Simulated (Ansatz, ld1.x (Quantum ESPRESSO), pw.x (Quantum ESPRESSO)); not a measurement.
# What a changed setting does to a pw.x run (fcc Mg)

Potential: ultrasoft, ld1.x (Quantum ESPRESSO) 7.5, LDA (PW92); core [Ne], reference 3s1.5 3p0; waves: 3s (bound): rcut 1.70, rcutus 2.10 bohr; 3s channel at -0.05 Ry: rcut 1.70, rcutus 2.10 bohr; 3p (bound, empty): rcut 2.30, rcutus 3.00 bohr; 3p channel at 0.06 Ry: rcut 2.30, rcutus 3.00 bohr; local part: all-electron potential smoothed inside 1.60 bohr (lloc = -1); core correction: none; augmentation: built from norm-conserving waves at rcut, not smoothed further.

The reference run (k-mesh 13³, cutoffs 40/600 Ry, Fermi–Dirac 0.01 Ry, mixing_beta 0.4, conv_thr 1e-9, no spin) gives -0.62 GPa at 21.873 Å³/atom, where all-electron LAPW gives -0.08 GPa. This run, with its own iteration cap, changes smearing to gauss.

```
&control
  calculation='scf', prefix='x', pseudo_dir='./', outdir='./tmp', tstress=.true., disk_io='none'
/
&system
  ibrav=0, nat=1, ntyp=1, ecutwfc=40, ecutrho=600, nbnd=8,
  occupations='smearing', smearing='gauss', degauss=0.01
/
&electrons
  conv_thr=1e-09, mixing_beta=0.4, electron_maxstep=50
/
ATOMIC_SPECIES
Mg 1.0 Mg.UPF
CELL_PARAMETERS angstrom
  0.00000000 2.21969235 2.21969235
  2.21969235 0.00000000 2.21969235
  2.21969235 2.21969235 0.00000000
ATOMIC_POSITIONS crystal
Mg 0.0000 0.0000 0.0000
K_POINTS automatic
13 13 13 0 0 0
```

```bash
pw.x < Mg.scf.in > Mg.scf.out
```

Task: How does the run end?

Result: It converges in 5 iterations; the free energy moves by +11.0 meV/atom and the pressure by -0.06 GPa. Gaussian smearing of the same width is narrower in effect than Fermi–Dirac, so its quadratic term in F is smaller.

```
Message from routine setup:
     using ibrav=0 with symmetry is DISCOURAGED, use correct ibrav instead
     lattice parameter (alat)  =       5.9321  a.u.
     unit-cell volume          =     147.6063 (a.u.)^3
     number of electrons       =         2.00
     number of Kohn-Sham states=            8
     kinetic-energy cutoff     =      40.0000  Ry
     charge density cutoff     =     600.0000  Ry
     scf convergence threshold =      1.0E-09
     Exchange-correlation= PW
     number of k points=    84  Gaussian smearing, width (Ry)=  0.0100
     iteration #  1     ecut=    40.00 Ry     beta= 0.40
     total energy              =      -1.80197815 Ry
     estimated scf accuracy    <       0.00499985 Ry
     iteration #  2     ecut=    40.00 Ry     beta= 0.40
     total energy              =      -1.80211534 Ry
     estimated scf accuracy    <       0.00179624 Ry
     iteration #  3     ecut=    40.00 Ry     beta= 0.40
     total energy              =      -1.80212370 Ry
     estimated scf accuracy    <       0.00000099 Ry
     iteration #  4     ecut=    40.00 Ry     beta= 0.40
     total energy              =      -1.80212419 Ry
     estimated scf accuracy    <       0.00000010 Ry
     iteration #  5     ecut=    40.00 Ry     beta= 0.40
     the Fermi energy is     3.6592 ev
!    total energy              =      -1.80212420 Ry
     estimated scf accuracy    <          2.9E-10 Ry
     smearing contrib. (-TS)   =      -0.00027715 Ry
     The total energy is F=E-TS. E is the sum of the following terms:
     one-electron contribution =       1.24808514 Ry
     hartree contribution      =       0.00342860 Ry
     xc contribution           =      -0.86728800 Ry
     ewald contribution        =      -2.18607279 Ry
     convergence has been achieved in   5 iterations
          total   stress  (Ry/bohr**3)                   (kbar)     P=       -6.88
     Message from routine punch:
     Nothing written, as per user request (disk_io='none')
```

The run took about 4.4 s on one core of a shared host (Neoverse-V1, 32 threads, 247 GiB, load 24).
